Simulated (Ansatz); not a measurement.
**hcp Ru**

Method: LDA in Ansatz (PAW).

Run with plane-wave cutoff 500 eV, 5×5×5 k mesh, Fermi–Dirac smearing 0.1 eV, cell of 36 sites, scalar-relativistic PAW data made under PBE.

Cell: relaxed at this level.

```
Property                                      Value
------------------------------------------  -------
vacancy formation energy                    3.10 eV
vacancy formation energy before relaxation  3.12 eV
```

Note: energies are extrapolated to zero smearing, and mesh and cell size move such values by some hundredths of an eV or more.

It cost roughly 23 core-minutes of CPU time.

Ansatz is a program for electronic structure.
